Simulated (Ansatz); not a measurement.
# C3H7Cl (singlet): wB97M-V, B2PLYP, PBE-QIDH, RPA-PBE over a series of basis sets

One table from this session's results is given with a row withheld; the runs are named, their logs left out.

Method: all electrons in the functionals, frozen cores in the correlation of double hybrids and RPA; program: Ansatz 0.2.0, Gaussian basis.

The runs, in order: wB97M-V, B2PLYP, PBE-QIDH, RPA-PBE, at STO-3G; 6-31G; 6-31G*; cc-pV(D+d)Z; cc-pV(T+d)Z; cc-pV(Q+d)Z (not every functional at every point).

18 further runs of the same task are left out: 1 that didn't finish, 17 set aside as unsound or not needed.

**What is computed**

The geometry is an MP2(full)/6-31G* stationary point (not a proven minimum).

11 atoms, charge 0, spin multiplicity 1.

Atoms are counted from 1 here; the program's logs count them from 0.

Bond lengths: C1–C2 1.526 Å, C1–C3 1.516 Å, C1–H4 1.094 Å, C1–H5 1.094 Å, C2–H6 1.093 Å, C2–H8 1.094 Å, C2–H9 1.094 Å, C3–Cl7 1.789 Å, C3–H10 1.091 Å, C3–H11 1.091 Å. Angles: C2–C1–C3 111.0°, C2–C1–H4 110.3°, C2–C1–H5 110.3°, C3–C1–H4 109.1°, C3–C1–H5 109.1°, H4–C1–H5 106.9°, C1–C2–H6 110.8°, C1–C2–H8 111.2°, C1–C2–H9 111.2°, H6–C2–H8 107.8°, H6–C2–H9 107.8°, H8–C2–H9 108.0°, C1–C3–Cl7 111.7°, C1–C3–H10 111.1°, C1–C3–H11 111.1°, Cl7–C3–H10 107.0°, Cl7–C3–H11 107.0°, H10–C3–H11 108.6°.

No dispersion term is added; wB97M-V holds VV10 nonlocal correlation.

Set-up of the first run:

File in.yaml:

```yaml
crystal:
  periodic: [false, false, false]
  atoms:
    - {symbol: C, position_ang: [1.049398, -0.651811, 0.000000]}
    - {symbol: C, position_ang: [2.522356, -0.254635, 0.000000]}
    - {symbol: C, position_ang: [0.156769, 0.573454, 0.000000]}
    - {symbol: H, position_ang: [0.820500, -1.261584, 0.879201]}
    - {symbol: H, position_ang: [0.820500, -1.261584, -0.879201]}
    - {symbol: H, position_ang: [3.162245, -1.140391, 0.000000]}
    - {symbol: Cl, position_ang: [-1.576041, 0.130276, 0.000000]}
    - {symbol: H, position_ang: [2.771651, 0.338237, -0.884730]}
    - {symbol: H, position_ang: [2.771651, 0.338237, 0.884730]}
    - {symbol: H, position_ang: [0.329650, 1.186369, 0.886460]}
    - {symbol: H, position_ang: [0.329650, 1.186369, -0.886460]}
basis:
  gaussian: {orbitals: STO-3G}
hamiltonian: {xc: {name: wB97M-V}}
output: {orbitals: {seedname: orbitals}}
```

On the command line:

```console
$ ansatz run in.yaml --threads 1 --pin off --events-out ev --progress --plain --max-ram 2880MiB --backend cpu
```

Steps of the session up to this table: wB97M-V, STO-3G; wB97M-V, 6-31G; wB97M-V, 6-31G*; wB97M-V, cc-pV(D+d)Z; wB97M-V, cc-pV(T+d)Z; wB97M-V, cc-pV(Q+d)Z; B2PLYP, STO-3G; B2PLYP, 6-31G; B2PLYP, 6-31G*; B2PLYP, cc-pV(D+d)Z; B2PLYP, cc-pV(T+d)Z; B2PLYP, cc-pV(Q+d)Z; PBE-QIDH, cc-pV(T+d)Z; PBE-QIDH, cc-pV(Q+d)Z; RPA-PBE, STO-3G; RPA-PBE, 6-31G; RPA-PBE, 6-31G*; RPA-PBE, cc-pV(D+d)Z; RPA-PBE, cc-pV(T+d)Z; RPA-PBE, cc-pV(Q+d)Z.

One table of the session follows, with a row left open; its other results are not shown here.

It belongs to the step «Against the wave-function levels». Atomisation energies, with free atoms from separate runs at the same level and basis (kcal/mol); wave-function rows come from earlier runs:

```
   level  6-31G  cc-pV(T+d)Z  cc-pV(Q+d)Z
 wB97M-V  975.1        988.7        989.1
  B2PLYP      ?            ?            ?
PBE-QIDH               985.4        990.7
 RPA-PBE  809.7        923.9        934.2
     RHF  710.1        745.9        746.9
RCCSD(T)  852.8        964.3        977.0
```

Estimate the missing values for B2PLYP.

**Answer.** 6-31G: 922.6; cc-pV(T+d)Z: 976.1; cc-pV(Q+d)Z: 980.7.

Limits of these values: Core correlation, relativity and spin-orbit terms are not in the calculated values.
